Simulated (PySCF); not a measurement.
Bonds broken one at a time in the series silaethenyl-X. Isolated molecules, 0 K electronic values unless said otherwise. One relaxed conformer stands for each flexible species; it need not be the lowest. Strings in code marks are SMILES.

A: radical fragment (`[CH]=O`)
B: radical fragment (`[S][SiH]=C`)
C: radical fragment (`[BH2]`)
D: radical fragment (`C[C]=O`)
E: whole molecule (`C=[SiH]F`)

**Question.** Order them by dipole moment (lowest first) at the level PBE-D3(BJ)/def2-TZVP // PBE0-D3(BJ)/def2-TZVP in PySCF.

**Answer.** C (0.51 D), E (0.95 D), A (1.45 D), D (2.42 D), B (2.92 D)
